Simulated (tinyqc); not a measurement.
Inside a calculation. Method: UHF in the sto-3g basis, for H2O, spin multiplicity 1. One step of it, computed by the program tinyqc.

Problem. Iteration 2: diagonalisation and new density. A level shift of 1 hartree raises the virtual space: F + shift (S - S D(s) S), with D(s) the density of one spin. Diagonalise F' = X^T F X, C = X C', fill 5 alpha and 5 beta electrons from the bottom; D(s) = C_occ C_occ^T. Each column has its largest component positive (the first on a tie).

F(alpha) (hartree), lower triangle:
```
             1O 1s      1O 2s     1O 2px     1O 2py     1O 2pz      2H 1s      3H 1s
1O 1s   -20.126610
1O 2s    -5.148925  -2.361904
1O 2px    0.000000   0.000000  -0.169761
1O 2py    0.000000   0.000000   0.176485  -0.386064
1O 2pz   -0.026499  -0.123924   0.000000   0.000000  -0.373898
2H 1s    -1.137532  -0.981954  -0.058914  -0.379394  -0.318691  -0.522488
3H 1s    -1.137532  -0.981954   0.058914   0.379394  -0.318691  -0.346399  -0.522488
```

F(beta) (hartree), lower triangle:
```
             1O 1s      1O 2s     1O 2px     1O 2py     1O 2pz      2H 1s      3H 1s
1O 1s   -20.126610
1O 2s    -5.148925  -2.361904
1O 2px    0.000000   0.000000  -0.169761
1O 2py    0.000000   0.000000  -0.176485  -0.386064
1O 2pz   -0.026499  -0.123924   0.000000   0.000000  -0.373898
2H 1s    -1.137532  -0.981954   0.058914  -0.379394  -0.318691  -0.522488
3H 1s    -1.137532  -0.981954  -0.058914   0.379394  -0.318691  -0.346399  -0.522488
```

X, lower triangle:
```
            1O 1s      1O 2s    1O 2px     1O 2py     1O 2pz      2H 1s     3H 1s
1O 1s    1.024145
1O 2s   -0.142578   1.234147
1O 2px   0.000000   0.000000  1.000000
1O 2py   0.000000   0.000000  0.000000   1.113301
1O 2pz  -0.009420   0.100953  0.000000   0.000000   1.048024
2H 1s    0.021789  -0.286701  0.000000  -0.228493  -0.136846   1.196608
3H 1s    0.021789  -0.286701  0.000000   0.228493  -0.136846  -0.080272  1.196608
```

D(alpha) after iteration 1, lower triangle:
```
            1O 1s      1O 2s     1O 2px     1O 2py    1O 2pz      2H 1s     3H 1s
1O 1s    1.042655
1O 2s   -0.168693   0.710210
1O 2px   0.000000   0.000000   0.731698
1O 2py   0.000000   0.000000  -0.397034   0.756325
1O 2pz   0.050122  -0.233798   0.000000   0.000000  0.852449
2H 1s   -0.046903   0.129474   0.387189   0.026824  0.117436   0.365528
3H 1s   -0.046903   0.129474  -0.387189  -0.026824  0.117436  -0.251799  0.365528
```

D(beta) after iteration 1, lower triangle:
```
            1O 1s      1O 2s     1O 2px     1O 2py    1O 2pz      2H 1s     3H 1s
1O 1s    1.042655
1O 2s   -0.168693   0.710210
1O 2px   0.000000   0.000000   0.731698
1O 2py   0.000000   0.000000   0.397034   0.756325
1O 2pz   0.050122  -0.233798   0.000000   0.000000  0.852449
2H 1s   -0.046903   0.129474  -0.387189   0.026824  0.117436   0.365528
3H 1s   -0.046903   0.129474   0.387189  -0.026824  0.117436  -0.251799  0.365528
```

overlap S, lower triangle:
```
           1O 1s     1O 2s    1O 2px     1O 2py    1O 2pz     2H 1s     3H 1s
1O 1s   1.000000
1O 2s   0.236704  1.000000
1O 2px  0.000000  0.000000  1.000000
1O 2py  0.000000  0.000000  0.000000   1.000000
1O 2pz  0.000000  0.000000  0.000000   0.000000  1.000000
2H 1s   0.051561  0.462239  0.000000   0.314806  0.224522  1.000000
3H 1s   0.051561  0.462239  0.000000  -0.314806  0.224522  0.225372  1.000000
```

Give: F' = X^T F X; orbital energies; coefficients C; F' = X^T F X; orbital energies; coefficients C; D(alpha) after iteration 2; D(beta) after iteration 2.

Solution.

F' = X^T F X (alpha) (hartree), lower triangle:
```
          1        2        3        4        5        6       7
1  -19.7403
2   -2.7404  -0.8594
3    0.0000   0.0000   0.0985
4    0.0000   0.0000   0.4740   0.1231
5   -0.0709   0.2527   0.0000   0.0000  -0.1509
6   -0.1312  -0.8139  -0.3739  -0.6707  -0.4607   0.5907
7   -0.1312  -0.8139   0.3739   0.6707  -0.4607  -0.0223  0.5907
```

orbital energies (alpha) (hartree): MO1 -20.1359, MO2 -1.1969, MO3 -0.6171, MO4 -0.4095, MO5 -0.2158, MO6 1.5601, MO7 1.6677

coefficients C (alpha):
```
            MO1      MO2      MO3      MO4      MO5      MO6      MO7
1O 1s    0.9940  -0.2261   0.0000   0.0871   0.0000  -0.1536   0.0000
1O 2s    0.0271   0.7934   0.0000  -0.4118   0.0000   0.9583   0.0000
1O 2px   0.0000   0.0000  -0.1098   0.0000   0.9047   0.0000   0.4117
1O 2py   0.0000   0.0000   0.7147   0.0000  -0.3048   0.0000   0.8603
1O 2pz   0.0041   0.1297   0.0000   0.8807   0.0000   0.5947   0.0000
2H 1s   -0.0061   0.1929   0.3359   0.1525   0.3932  -0.8149  -0.7746
3H 1s   -0.0061   0.1929  -0.3359   0.1525  -0.3932  -0.8149   0.7746
```

F' = X^T F X (beta) (hartree), lower triangle:
```
          1        2        3        4        5        6       7
1  -19.7403
2   -2.7404  -0.8594
3    0.0000   0.0000   0.0985
4    0.0000   0.0000  -0.4740   0.1231
5   -0.0709   0.2527   0.0000   0.0000  -0.1509
6   -0.1312  -0.8139   0.3739  -0.6707  -0.4607   0.5907
7   -0.1312  -0.8139  -0.3739   0.6707  -0.4607  -0.0223  0.5907
```

orbital energies (beta) (hartree): MO1 -20.1359, MO2 -1.1969, MO3 -0.6171, MO4 -0.4095, MO5 -0.2158, MO6 1.5601, MO7 1.6677

coefficients C (beta):
```
            MO1      MO2      MO3      MO4      MO5      MO6      MO7
1O 1s    0.9940  -0.2261   0.0000   0.0871   0.0000  -0.1536   0.0000
1O 2s    0.0271   0.7934   0.0000  -0.4118   0.0000   0.9583   0.0000
1O 2px   0.0000   0.0000   0.1098   0.0000   0.9047   0.0000  -0.4117
1O 2py   0.0000   0.0000   0.7147   0.0000   0.3048   0.0000   0.8603
1O 2pz   0.0041   0.1297   0.0000   0.8807   0.0000   0.5947   0.0000
2H 1s   -0.0061   0.1929   0.3359   0.1525  -0.3932  -0.8149  -0.7746
3H 1s   -0.0061   0.1929  -0.3359   0.1525   0.3932  -0.8149   0.7746
```

D(alpha) after iteration 2, lower triangle:
```
          1O 1s    1O 2s   1O 2px   1O 2py  1O 2pz    2H 1s   3H 1s
1O 1s    1.0466
1O 2s   -0.1882   0.7998
1O 2px   0.0000   0.0000   0.8305
1O 2py   0.0000   0.0000  -0.3542   0.6037
1O 2pz   0.0515  -0.2597   0.0000   0.0000  0.7924
2H 1s   -0.0364   0.0901   0.3189   0.1202  0.1593   0.3279
3H 1s   -0.0364   0.0901  -0.3189  -0.1202  0.1593  -0.2070  0.3279
```

D(beta) after iteration 2, lower triangle:
```
          1O 1s    1O 2s   1O 2px   1O 2py  1O 2pz    2H 1s   3H 1s
1O 1s    1.0466
1O 2s   -0.1882   0.7998
1O 2px   0.0000   0.0000   0.8305
1O 2py   0.0000   0.0000   0.3542   0.6037
1O 2pz   0.0515  -0.2597   0.0000   0.0000  0.7924
2H 1s   -0.0364   0.0901  -0.3189   0.1202  0.1593   0.3279
3H 1s   -0.0364   0.0901   0.3189  -0.1202  0.1593  -0.2070  0.3279
```
